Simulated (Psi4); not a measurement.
**C2H3Si (SMILES [C]#C[SiH3]): levels of theory compared**

We compute a comparison of 3 runs (UHF/3-21G, UHF/def2-SVP, UMP2/pcseg-1) of C2H3Si. 

The calculation is run with Psi4 1.11.

1 further run of the same task is left out (it didn't finish).

### 1 Starting point

C2H3Si has 6 atoms, charge 0, and is taken as a doublet. As SMILES, `[C]#C[SiH3]`. The shape is that of a PBE0-D4/def2-TZVP optimisation.

Bond lengths: C1–C2 1.212 Å, C2–Si3 1.827 Å, Si3–H4 1.482 Å, Si3–H5 1.482 Å, Si3–H6 1.482 Å. Angles: C1–C2–Si3 179.9°, C2–Si3–H4 108.8°, C2–Si3–H5 108.8°, C2–Si3–H6 108.8°, H4–Si3–H5 110.1°, H4–Si3–H6 110.1°, H5–Si3–H6 110.1°.

### 2 The energy at UHF/3-21G (run 1)

Input file calc.py:

```python
import psi4

psi4.set_memory('1600 MB')
psi4.set_num_threads(1)
psi4.set_output_file('psi4.out', False)

mol = psi4.geometry("""
0 2
C      1.099800    -1.943700     1.067500
C      0.563900    -0.994100     0.538900
Si    -0.246300     0.437400    -0.257000
H     -1.451000    -0.035700    -0.979200
H      0.706200     1.059100    -1.207200
H     -0.630600     1.412800     0.790800
units angstrom
symmetry c1
no_reorient
no_com
""")

options = {'basis': '3-21G', 'reference': 'uhf', 'puream': True, 'e_convergence': 1e-09, 'd_convergence': 1e-08, 'scf_type': 'pk', 'maxiter': 200}
psi4.set_options(options)

result, w = psi4.energy("scf", molecule=mol, return_wfn=True)
psi4.oeprop(w, "DIPOLE", "QUADRUPOLE", "WIBERG_LOWDIN_INDICES", title="SCF")
print(f'total energy {result:.8f} hartree = {result * 27.211386:.5f} eV')
```

Started as:

```sh
$ python calc.py
```

psi4.out:

```text
[...]
  Running in c1 symmetry.
[...]
  Nuclear repulsion =   76.367132930564821
[...]
  Multiplicity = 2
[...]
  Nalpha       = 15
  Nbeta        = 14
[...]
    Number of basis functions: 37
[...]
   @UHF iter   1:  -364.23925933115055   -9.98693e-01   6.69737e-03 DIIS/ADIIS
[...]
   @UHF iter  17:  -364.30183235242833   -6.25278e-13   7.51082e-09 DIIS
[...]
   @S^2 Observed:                1.210437671E+00
[...]
  @UHF Final Energy:  -364.30183235242833
   => Energetics <=
    Nuclear Repulsion Energy =             76.3671329305648214
    One-Electron Energy =                -653.1281025016248805
    Two-Electron Energy =                 212.4591372186317244
    Total Energy =                       -364.3018323524283346
  UHF NO Occupations:
  HONO-2 :   13  A 1.8798852
  HONO-1 :   14  A 1.8798816
[...]
 Multipole Moments:
 ------------------------------------------------------------------------------------
     Multipole            Electronic (a.u.)      Nuclear  (a.u.)        Total (a.u.)
 ------------------------------------------------------------------------------------
 L = 1.  Multiply by 2.5417464519 to convert [e a0] to [Debye]
 Dipole X            :         -9.8221094            9.7483412           -0.0737682
 Dipole Y            :         17.2639911          -17.1341468            0.1298443
 Dipole Z            :         -8.8495911            8.7773999           -0.0721912
 Magnitude           :                                                    0.1658700
 L = 2.  Multiply by 1.3450342976 to convert [e a0^2] to [Debye ang]
 Quadrupole XX       :        -66.8890321           46.4821474          -20.4068846
 Quadrupole XY       :         62.7963414          -63.5254678           -0.7291263
[...]
```

Standard output:

```text
total energy -364.30183235 hartree = -9913.15778 eV
```

It took 1.8 s on 1 thread of Intel Xeon Platinum 8488C (Sapphire Rapids), shared host; peak memory 0.18 GiB.

### 3 A single-point energy at UHF/def2-SVP (run 2)

Input file job.py:

```python
import psi4

psi4.set_memory('1600 MB')
psi4.set_num_threads(1)
psi4.core.set_output_file('output.dat', False)

geom = psi4.geometry("""
0 2
C      1.099800    -1.943700     1.067500
C      0.563900    -0.994100     0.538900
Si    -0.246300     0.437400    -0.257000
H     -1.451000    -0.035700    -0.979200
H      0.706200     1.059100    -1.207200
H     -0.630600     1.412800     0.790800
symmetry c1
""")

psi4.set_options({
    'basis': 'def2-SVP',
    'reference': 'uhf',
    'puream': True,
    'e_convergence': 1e-09,
    'd_convergence': 1e-08,
    'scf_type': 'pk',
    'maxiter': 200,
})

e_tot, wfn = psi4.energy("scf", return_wfn=True)
psi4.oeprop(wfn, "DIPOLE", "MAYER_INDICES", "MULLIKEN_CHARGES")
print(f'total energy {e_tot:.8f} hartree = {e_tot * 27.211386:.5f} eV')
```

Started as:

```sh
$ python job.py
```

output.dat:

```text
[...]
  Running in c1 symmetry.
[...]
  Nuclear repulsion =   76.367132930564821
[...]
  Multiplicity = 2
[...]
  Nalpha       = 15
  Nbeta        = 14
[...]
    Number of basis functions: 61
[...]
   @UHF iter   1:  -366.03456805681174   -9.44126e-01   4.79168e-03 ADIIS/DIIS
[...]
   @UHF iter  17:  -366.11691484644871   -4.05294e-11   3.06724e-09 DIIS
[...]
   @S^2 Observed:                1.169081892E+00
[...]
  @UHF Final Energy:  -366.11691484644871
   => Energetics <=
    Nuclear Repulsion Energy =             76.3671329305648214
    One-Electron Energy =                -655.4475441565891742
    Two-Electron Energy =                 212.9634963795756448
    Total Energy =                       -366.1169148464487080
  UHF NO Occupations:
  HONO-2 :   13  A 1.8909782
  HONO-1 :   14  A 1.8909743
[...]
 Multipole Moments:
 ------------------------------------------------------------------------------------
     Multipole            Electronic (a.u.)      Nuclear  (a.u.)        Total (a.u.)
 ------------------------------------------------------------------------------------
 L = 1.  Multiply by 2.5417464519 to convert [e a0] to [Debye]
 Dipole X            :          1.8364779           -1.8970314           -0.0605535
 Dipole Y            :         -3.2462996            3.3529337            0.1066341
 Dipole Z            :          1.8049812           -1.8642941           -0.0593129
 Magnitude           :                                                    0.1362189
[...]
```

On the terminal:

```text
total energy -366.11691485 hartree = -9962.54869 eV
```

Run time: 2.2 s. Hardware: 1 thread of Intel Xeon Platinum 8488C (Sapphire Rapids), shared host; peak memory 0.21 GiB.

### 4 The energy at UMP2/pcseg-1 (run 3)

Input file c2h3si.xyz:

```xyz
6
C2H3Si
C      1.099800    -1.943700     1.067500
C      0.563900    -0.994100     0.538900
Si    -0.246300     0.437400    -0.257000
H     -1.451000    -0.035700    -0.979200
H      0.706200     1.059100    -1.207200
H     -0.630600     1.412800     0.790800
```

Input file run_ase.py:

```python
import numpy as np
from ase.calculators.psi4 import Psi4
from ase.io import read

a = read('c2h3si.xyz')
calc = Psi4(atoms=a, method='mp2', basis='pcseg-1', memory='1600MB', num_threads=1, charge=0, multiplicity=2, label='calc', reference='uhf')
calc.psi4.set_options({'puream': True, 'e_convergence': 1e-09, 'd_convergence': 1e-08, 'scf_type': 'pk', 'num_frozen_docc': 7, 'mp2_type': 'conv', 'maxiter': 200})
a.calc = calc

print(f'energy: {a.get_potential_energy():.6f} eV')
```

Started as:

```sh
$ python run_ase.py
```

calc.dat:

```text
[...]
  Running in c1 symmetry.
[...]
  Nuclear repulsion =   76.367132930564821
[...]
  Multiplicity = 2
[...]
  Nalpha       = 15
  Nbeta        = 14
[...]
    Number of basis functions: 61
[...]
   @UHF iter   1:  -366.13070188860110   -9.61604e-01   5.28601e-03 DIIS/ADIIS
[...]
   @UHF iter  17:  -366.22217640031408   -1.51772e-11   4.13797e-09 DIIS
[...]
   @S^2 Observed:                1.130625599E+00
[...]
  @UHF Final Energy:  -366.22217640031408
   => Energetics <=
    Nuclear Repulsion Energy =             76.3671329305648214
    One-Electron Energy =                -655.6738434673555957
    Two-Electron Energy =                 213.0845341364766909
    Total Energy =                       -366.2221764003140834
  UHF NO Occupations:
  HONO-2 :   13  A 1.9015048
  HONO-1 :   14  A 1.9015006
[...]
 Multipole Moments:
 ------------------------------------------------------------------------------------
     Multipole            Electronic (a.u.)      Nuclear  (a.u.)        Total (a.u.)
 ------------------------------------------------------------------------------------
 L = 1.  Multiply by 2.5417464519 to convert [e a0] to [Debye]
 Dipole X            :          1.8216943           -1.8970314           -0.0753371
 Dipole Y            :         -3.2201889            3.3529337            0.1327449
 Dipole Z            :          1.7904589           -1.8642941           -0.0738352
 Magnitude           :                                                    0.1695539
[...]
	SCS-MP2 Total Energy (a.u.)        :  -366.50848799581621
	SOS-MP2 Total Energy (a.u.)        :  -366.48601269275031
	SCSN-MP2 Total Energy (a.u.)       :  -366.34084600050204
[...]
	SOS-PI-MP2 Total Energy (a.u.)     :  -366.52998540815634
[...]
	MP2 Total Energy (a.u.)            :  -366.50946588654199
[...]
```

The script printed:

```text
energy: -9973.230558 eV
```

Wall time 2.8 s (1 thread of Intel Xeon Platinum 8488C (Sapphire Rapids), shared host); peak memory 0.25 GiB.

### 5 All runs side by side

```
run         level  frozen core orbitals  mp2 type  energy (Eh)  dipole moment (D)  HOMO energy (eV)  LUMO energy (eV)  wall time
  1     UHF/3-21G                     0         –  -364.301832               0.42            -11.25              1.63      1.8 s
  2  UHF/def2-SVP                     0         –  -366.116915               0.35            -11.33              1.09      2.2 s
  3  UMP2/pcseg-1                     7      conv  -366.509466                  –            -11.28              0.77      2.8 s
```

### 6 Summary of results

```
                                                         quantity          value
                                              run 3: total energy  -366.50947 Eh
run 3: HOMO energy (Hartree–Fock orbitals) (highest over α and β)      -11.28 eV
 run 3: LUMO energy (Hartree–Fock orbitals) (lowest over α and β)        0.77 eV
               run 3: correlation energy (7 core orbitals frozen)     -287.3 mEh
                         run 3: ⟨S²⟩ of the reference determinant          1.131
```

What this shows: Spin contamination of the reference: run 1 ⟨S²⟩ = 1.21, run 2 ⟨S²⟩ = 1.17, run 3 ⟨S²⟩ = 1.13. All runs together took 6.8 s, the longest 2.8 s.
